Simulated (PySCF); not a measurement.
ethane (C2H6), SMILES CC.

The structure is a stationary point at ωB97X-D3(BJ)/def2-TZVP.

Method: PBE/def2-TZVPD (PySCF).

Symmetry labels are those of the subgroup C2h that the program uses (full group D3d).

Computed valence orbital energies around the gap with their symmetry:
```csv
orbital,symmetry,energy (eV)
HOMO−7,Bu,-268.53
HOMO−6,Ag,-18.54
HOMO−5,Bu,-15.03
HOMO−4,Au,-10.53
HOMO−3,Bu,-10.53
HOMO−2,Ag,-8.87
HOMO−1,Bg,-8.14
HOMO,Ag,-8.14
LUMO,Ag,-0.08
LUMO+1,Bu,0.65
LUMO+2,Bu,1.57
LUMO+3,Au,1.57
```
